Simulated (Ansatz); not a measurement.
Reaction: H2S2 (SMILES SS) → 2 HS (SMILES [SH], doublet) (the S-S bond breaks)
Each species at its own B3LYP-D3(BJ)/def2-TZVP minimum (Ansatz, a quantum-chemistry and plane-wave program).

Total energies in hartree (Ansatz). UHF or UKS for unpaired electrons; spin-orbit terms are left out. Cores are frozen in correlated methods. No relativity.

```tsv
species	HF/cc-pV(T+d)Z	CCSD(T)/cc-pV(T+d)Z	HF/cc-pV(Q+d)Z	CCSD(T)/cc-pV(Q+d)Z	CCSDT(Q)/cc-pV(T+d)Z
1: H2S2 (SMILES SS)	-796.26498	-796.67732	-796.27249	-796.71514	-796.67948
2: HS (SMILES [SH], doublet)	-398.10608	-398.28901	-398.10985	-398.30558	-398.29006
```

Q: Work out the bond dissociation energy (electronic) in kJ/mol: take Hartree-Fock from cc-pV(Q+d)Z, extrapolate the CCSD(T) correlation energy as X^-3 (X = 3, 4), and add CCSDT(Q) - CCSD(T) in cc-pV(T+d)Z. 1 hartree = 2625.5 kJ/mol.

A: 
Species 1: correlation (64·(-0.44265) - 27·(-0.41234))/37 = -0.46477; step -0.00216; E1 = -796.27249 + (-0.46477) + (-0.00216) = -796.73942
Species 2: correlation (64·(-0.19573) - 27·(-0.18293))/37 = -0.20507; step -0.00105; E2 = -398.10985 + (-0.20507) + (-0.00105) = -398.31597
-1·E1 +2·E2 = 0.10748 hartree = 282.2 kJ/mol.
